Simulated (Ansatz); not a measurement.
Run this with Ansatz 0.2.0, Python API and show what comes out.

`bfhs.py`
```python
import ansatz
import numpy as np

config = {
    "basis_set": "6-31G*",
    "functional": "PBE0",
    "vdw": "d4",
}

GEOMETRY = """
F     0.56670   -0.11830    1.72790
B     0.80210   -0.25030    0.31070
S    -0.63040   -0.54020   -0.92030
H    -0.68290    0.84840   -1.13860
"""


def main() -> None:
    molecule = ansatz.Crystal.molecule()
    for line in GEOMETRY.strip().splitlines():
        symbol, *xyz = line.split()
        molecule = molecule.atom(symbol, [float(v) for v in xyz])

    symbols = [site.symbol for site in molecule.cartesian_sites]
    start = np.array([site.position_ang for site in molecule.cartesian_sites])
    axis = (start[3] - start[2]) / np.linalg.norm(start[3] - start[2])
    moving = [3]
    lengths, energies = [1.238, 1.294, 1.35, 1.407, 1.463, 1.519, 1.575, 1.66], []
    for length in lengths:
        xyz = start.copy()
        xyz[moving] += (length - np.linalg.norm(start[3] - start[2])) * axis
        point = ansatz.Crystal.molecule()
        for symbol, xyz in zip(symbols, xyz):
            point = point.atom(symbol, xyz.tolist())
        model = point.calculation()
        model = model.basis(gaussian=config["basis_set"])
        model = model.functional(config["functional"], dispersion=config["vdw"])
        model = model.spin("collinear", total=1)
        r = model.run(threads=1, backend="cpu").report
        energies.append(r["free_energy_ev"])
        print(f"r = {length:6.3f} A  E = {energies[-1]:.5f} eV  <S^2> = {abs(r['mean_field']['state']['spin_squared']):.3f}")

    fit = np.polynomial.Polynomial.fit(lengths, np.array(energies) - min(energies), 4).convert()
    roots = [r.real for r in fit.deriv().roots() if abs(r.imag) < 1e-9 and fit.deriv(2)(r.real) > 0]
    r_e = min(roots, key=lambda r: abs(r - lengths[int(np.argmin(energies))]))
    print(f"minimum of the fit at {r_e:.4f} A, force constant {fit.deriv(2)(r_e):.2f} eV/A^2")


if __name__ == "__main__":
    main()
```

`python bfhs.py` gives:
```text
r =  1.238 A  E = -14235.89193 eV  <S^2> = 0.753
r =  1.294 A  E = -14236.04955 eV  <S^2> = 0.753
r =  1.350 A  E = -14236.09548 eV  <S^2> = 0.753
r =  1.407 A  E = -14236.05692 eV  <S^2> = 0.753
r =  1.463 A  E = -14235.95752 eV  <S^2> = 0.753
r =  1.519 A  E = -14235.81418 eV  <S^2> = 0.753
r =  1.575 A  E = -14235.63990 eV  <S^2> = 0.753
r =  1.660 A  E = -14235.33783 eV  <S^2> = 0.753
minimum of the fit at 1.3504 A, force constant 26.58 eV/A^2
```

Total energies depend on the basis set; only differences at equal settings carry meaning. The rest of the molecule is held rigid at a force-field or estimated start geometry, and the basis set is modest; single-reference methods fail as a bond breaks. The species is open-shell (spin multiplicity 2). It ran for 12 s on 1 thread of Arm Neoverse V2 (shared host), peak memory 0.18 GiB.

(Lines on the test bed's own set-up are left out of the output.)
